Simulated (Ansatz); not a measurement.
# NS+ (triplet): PBE, r2SCAN, PBE0, B3LYP, wB97M-V, B2PLYP, RPA-PBE over vertical gaps between states, 6-31G

How well do these functionals follow the top wave-function level for NS+ (triplet) over vertical gaps between states?

Program: Ansatz 0.2.0, Gaussian basis. Level of theory: 6-31G, all electrons in the functionals, frozen cores in the correlation of double hybrids and RPA. These are calculated values, not measurements.

To be run: PBE, r2SCAN, PBE0, B3LYP, wB97M-V, B2PLYP, RPA-PBE, at charge 1, triplet; charge 1, singlet; charge 1, quintet.

8 further runs of the same task are left out: 1 that didn't finish, 7 set aside as unsound or not needed.

## (1) The geometry

The geometry is a PBE0/def2-TZVP stationary point (not a proven minimum).

2 atoms, charge 1, spin multiplicity 3.

Atoms are counted from 1 here; the program's logs count them from 0.

Bond lengths: N1–S2 1.595 Å.

No dispersion term is added; wB97M-V holds VV10 nonlocal correlation. B3LYP takes the VWN-RPA correlation.

The geometry shown and the zero of energy belong to the point charge 1, triplet. The yardstick, FCI, and other wave-function levels (R restricted, U unrestricted, valence and pair active spaces) come from earlier runs.

## (2) PBE, charge 1, triplet

The input, in.yaml:

```yaml
crystal:
  periodic: [false, false, false]
  atoms:
    - {symbol: N, position_ang: [0.000000, 0.000000, 0.000000]}
    - {symbol: S, position_ang: [0.000000, 0.000000, 1.594600]}
basis:
  gaussian: {orbitals: 6-31G}
total_charge: 1
magnetization: {spin_polarized: true, initial_magnetization: 2}
hamiltonian: {xc: {name: PBE}}
output: {orbitals: {seedname: orbitals}}
```

Started as:

```
> ansatz run in.yaml --threads 1 --pin off --events-out ev --progress --plain --max-ram 2393MiB
```

Further steps of the session: PBE, charge 1, singlet; PBE, charge 1, quintet; r2SCAN, charge 1, triplet; r2SCAN, charge 1, singlet; r2SCAN, charge 1, quintet; PBE0, charge 1, triplet; PBE0, charge 1, singlet; PBE0, charge 1, quintet; B3LYP, charge 1, triplet; B3LYP, charge 1, singlet; B3LYP, charge 1, quintet; wB97M-V, charge 1, triplet; wB97M-V, charge 1, singlet; wB97M-V, charge 1, quintet; B2PLYP, charge 1, triplet; B2PLYP, charge 1, singlet; B2PLYP, charge 1, quintet; RPA-PBE, charge 1, triplet; RPA-PBE, charge 1, singlet; RPA-PBE, charge 1, quintet.

Before running them: what should the planned runs give, taken together? Wanted: triplet to singlet, FCI; triplet to quintet, FCI; largest miss, PBE; largest miss, r2SCAN; largest miss, PBE0; largest miss, B3LYP; largest miss, wB97M-V; largest miss, B2PLYP; largest miss, RPA-PBE.

**Answer**, as computed:

| quantity | value |
| --- | --- |
| triplet to singlet, FCI | -68.2 kcal/mol |
| triplet to quintet, FCI | 72.4 kcal/mol |
| largest miss, PBE | -10.3 kcal/mol (triplet to singlet) |
| largest miss, r2SCAN | -14.8 kcal/mol (triplet to quintet) |
| largest miss, PBE0 | -16.5 kcal/mol (triplet to quintet) |
| largest miss, B3LYP | -11.6 kcal/mol (triplet to quintet) |
| largest miss, wB97M-V | -13.5 kcal/mol (triplet to quintet) |
| largest miss, B2PLYP | -15.3 kcal/mol (triplet to quintet) |
| largest miss, RPA-PBE | -13.8 kcal/mol (triplet to quintet) |
| largest miss, RCCSD(T) | -4.8 kcal/mol (triplet to quintet) |
| largest miss, UCCSD(T) | -4.3 kcal/mol (triplet to quintet) |

In words: Of the functionals, PBE keep the smallest largest miss at the points compared (at most 10.3 kcal/mol) and PBE0 strays most (16.5 kcal/mol, at triplet to quintet). B2PLYP clearly breaks the spin symmetry at some points (⟨S²⟩ up to 0.74 above the pure value), so energy there is bought with a mixed spin. Functionals and the yardstick converge differently with the basis, so part of each miss in 6-31G is the basis.
